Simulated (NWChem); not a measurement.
System: H, doublet

Input file for NWChem:

```
start job
memory heap 200 mb stack 900 mb global 1100 mb
geometry units angstroms noautosym nocenter noautoz
  H      0.000000     0.000000     0.000000
end
basis spherical
  H library pcj-2
end
dft
  odft
  mult 2
  xc xpbe96 cpbe96
  iterations 150
end
property
  hyperfine
end
task dft property
```

Output (shortened):

```
             Northwest Computational Chemistry Package (NWChem) 7.3.0
             --------------------------------------------------------

                             Geometry "geometry" -> ""
                             -------------------------

 Output coordinates in angstroms (scale by  1.889725989 to convert to a.u.)

  No.       Tag          Charge          X              Y              Z
 ---- ---------------- ---------- -------------- -------------- --------------
    1 H                    1.0000     0.00000000     0.00000000     0.00000000

 Effective nuclear repulsion energy (a.u.)       0.0000000000

  pbe96 is a nonlocal functional; adding pw91lda local functional.
                              NWChem Property Module
                              ----------------------

  itol2e modified to match energy
  convergence criterion.

                                 NWChem DFT Module
                                 -----------------

 Summary of "ao basis" -> "ao basis" (spherical)
 ------------------------------------------------------------------------------
       Tag                 Description            Shells   Functions and Types
 ---------------- ------------------------------  ------  ---------------------
 H                           pcj-2                  10       24   5s3p2d

  itol2e modified to match energy
  convergence criterion.

            General Information
            -------------------
          SCF calculation type: DFT
          Wavefunction type:  spin polarized.
          No. of atoms     :     1
          No. of electrons :     1
           Alpha electrons :     1
            Beta electrons :     0
          Charge           :     0
          Spin multiplicity:     2
          Use of symmetry is: off; symmetry adaption is: off
          Maximum number of iterations: 150
          AO basis - number of functions:    24
                     number of shells:    10
          Convergence on energy requested:  1.00D-07
          Convergence on density requested:  1.00D-05
          Convergence on gradient requested:  5.00D-04

              XC Information
              --------------
          PerdewBurkeErnzerhof Exchange Functional  1.000
            Perdew 1991 LDA Correlation Functional  1.000 local
           PerdewBurkeErnz. Correlation Functional  1.000 non-local

             Grid Information
             ----------------
          Grid used for XC integration:  fine
          Radial quadrature: Mura-Knowles
          Angular quadrature: Lebedev.
          Tag              B.-S. Rad. Rad. Pts. Rad. Cut. Ang. Pts.
          ---              ---------- --------- --------- ---------
          H                   0.35       60           6.0       590
          Grid pruning is: on
          Number of quadrature shells:    60
          Spatial weights used:  Erf1

      Superposition of Atomic Density Guess
      -------------------------------------

 Sum of atomic energies:          -0.49993186

      Non-variational initial energy
      ------------------------------

 Total energy =      -0.499932
 1-e energy   =      -0.499932
 2-e energy   =       0.000000
 HOMO         =      -0.499932
 LUMO         =      -0.056680

   convergence    iter        energy       DeltaE   RMS-Dens  Diis-err
 ---------------- ----- ----------------- --------- --------- ---------
 d= 0,ls=0.0,diis     1     -0.4993787403 -4.99D-01  3.06D-03  1.93D-03
                                                     0.00D+00  0.00D+00
 d= 0,ls=0.0,diis     2     -0.4999365557 -5.58D-04  1.43D-04  2.05D-05
                                                     0.00D+00  0.00D+00
 d= 0,ls=0.0,diis     3     -0.4999418929 -5.34D-06  4.20D-05  3.30D-07
                                                     0.00D+00  0.00D+00
 d= 0,ls=0.0,diis     4     -0.4999421448 -2.52D-07  9.62D-07  2.69D-10
                                                     0.00D+00  0.00D+00
 d= 0,ls=0.0,diis     5     -0.4999421449 -1.08D-10  8.94D-09  3.37D-14
                                                     0.00D+00  0.00D+00

         Total DFT energy =       -0.499942144878
      One electron energy =       -0.499316858927
           Coulomb energy =        0.306848552647
    Exchange-Corr. energy =       -0.307473838599
 Nuclear repulsion energy =        0.000000000000

 Numeric. integr. density =        0.999999997341

                    DFT Final Alpha Molecular Orbital Analysis
                    ------------------------------------------

 Vector    1  Occ=1.000000D+00  E=-2.790199D-01
              MO Center= -1.5D-15, -8.8D-17,  7.5D-17, r^2= 9.1D-01
   Bfn.  Coefficient  Atom+Function         Bfn.  Coefficient  Atom+Function
  ----- ------------  ---------------      ----- ------------  ---------------
     4      0.484528  1 H  s                  3      0.284812  1 H  s
     5      0.283007  1 H  s                  2      0.100315  1 H  s

 Vector    2  Occ=0.000000D+00  E= 1.160301D-01
              MO Center= -5.8D-17,  5.6D-16,  6.7D-16, r^2= 4.2D+00
   Bfn.  Coefficient  Atom+Function         Bfn.  Coefficient  Atom+Function
  ----- ------------  ---------------      ----- ------------  ---------------
     5      1.576551  1 H  s                  4     -1.217357  1 H  s
     2     -0.084199  1 H  s                  3     -0.056104  1 H  s

 Vector    3  Occ=0.000000D+00  E= 6.298577D-01
              MO Center=  1.5D-15, -6.4D-15, -8.7D-15, r^2= 8.2D-01
   Bfn.  Coefficient  Atom+Function         Bfn.  Coefficient  Atom+Function
  ----- ------------  ---------------      ----- ------------  ---------------
    14      0.847184  1 H  pz                13      0.596644  1 H  py
    12     -0.186197  1 H  px                11     -0.072547  1 H  pz
    10     -0.051092  1 H  py

 Vector    4  Occ=0.000000D+00  E= 6.298577D-01
              MO Center= -3.8D-16,  1.2D-15, -1.7D-15, r^2= 8.2D-01
   Bfn.  Coefficient  Atom+Function         Bfn.  Coefficient  Atom+Function
  ----- ------------  ---------------      ----- ------------  ---------------
    13      0.835941  1 H  py                14     -0.621913  1 H  pz
    12     -0.150998  1 H  px                10     -0.071584  1 H  py
    11      0.053256  1 H  pz

                     DFT Final Beta Molecular Orbital Analysis
                     -----------------------------------------

 Vector    1  Occ=0.000000D+00  E=-1.961323D-02
              MO Center= -1.5D-14, -1.7D-14, -7.4D-20, r^2= 1.8D+00
   Bfn.  Coefficient  Atom+Function         Bfn.  Coefficient  Atom+Function
  ----- ------------  ---------------      ----- ------------  ---------------
     5      0.686668  1 H  s                  4      0.207763  1 H  s
     3      0.192179  1 H  s                  2      0.058970  1 H  s

 Vector    2  Occ=0.000000D+00  E= 2.716229D-01
              MO Center= -5.6D-15,  1.7D-14,  3.6D-16, r^2= 3.6D+00
   Bfn.  Coefficient  Atom+Function         Bfn.  Coefficient  Atom+Function
  ----- ------------  ---------------      ----- ------------  ---------------
     4      1.536324  1 H  s                  5     -1.522769  1 H  s
     2      0.094461  1 H  s                  3     -0.029155  1 H  s

 Vector    3  Occ=0.000000D+00  E= 8.706936D-01
              MO Center= -5.0D-15,  3.5D-14,  1.3D-15, r^2= 8.4D-01
   Bfn.  Coefficient  Atom+Function         Bfn.  Coefficient  Atom+Function
  ----- ------------  ---------------      ----- ------------  ---------------
    13      1.064179  1 H  py                10     -0.113187  1 H  py
    12     -0.050878  1 H  px                14      0.031080  1 H  pz

   alpha - beta orbital overlaps
   -----------------------------

   alpha      1      2      3      4      5      6      7      8      9     10
    beta      1      2      5      3      4      6     11      9      7      9
 overlap   0.956  0.953  0.693  0.782  0.909  0.994  0.661  0.531  0.596  0.771

   alpha     11     12     13     14     15     16     17     18     19     20
    beta     10     12     14     13     15     16     17     18     22     20
 overlap   0.709  0.806  0.896  0.703  1.000  0.795  0.807  0.717  0.725  0.832

[...]

          ----------------------
          Hyperfine Interactions
          ----------------------

 Total Spin Density (Fermi Contact Term)
 ------------------ --------------------
     Atom            x         y         z       Density (a.u.)      Aiso(MHz)     Aiso(Gauss)
     1   1-H      0.00000   0.00000   0.00000       0.326941       1461.387287     521.458443

           -------------------------------------------
           Anisotropic Interaction (Spin-Dipolar Term)
           -------------------------------------------

 ------------------------------------------------------------
     Atom            x         y         z
 ------------------------------------------------------------
     1   1-H      0.00000   0.00000   0.00000

   Spin-Dipolar term (a.u.)
        xx             yy             zz             xy             xz             yz
 ------------------------------------------------------------------------------------------
       0.000000       0.000000       0.000000      -0.000000       0.000000      -0.000000

   Principal Comp. of -hf- tensor (au)            Anisotropic -hfcc- (MHz)               Anisotropic -hfcc- (Gauss)
 --------------------------------------------------------------------------------------------------------------------------
      0.000000     0.000000     0.000000       0.000000     0.000000     0.000000       0.000000     0.000000     0.000000

   Orientation of the principal axis of Hyperfine Tensor w.r.t absolute (molecular) frame
 --------------------------------------------------------------------------------------------------------------------------
      1.000000    -0.000000     0.000000
     -0.000000     1.000000    -0.000000
      0.000000    -0.000000     1.000000
```

Level: PBE/pcJ-2, spin-unrestricted, contact and dipolar terms. No stability test was run on the SCF state.
